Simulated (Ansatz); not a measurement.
## Ansatz (development build ahead of 0.2.0) run

```yaml
crystal:
  periodic: [false, false, false]
  atoms:
    - { symbol: "N", position_ang: [0.0, 0.0, -0.56339] }
    - { symbol: O, position_ang: [0.0, 0.0, 0.56339] }
basis:
  gaussian: { orbitals: cc-pVTZ }
total_charge: 1
hamiltonian:
  xc: hf
correlation:
  method: ccsd_t
  frozen_orbitals: { "N": 1, O: 1 }
```

The input is written out in the form of the current development build from the run's settings.

The run gave:

- Converged: yes
- Reference energy: -128.93798 hartree
- Correlation energy: -0.43777 hartree
- Total energy: -129.37575 hartree
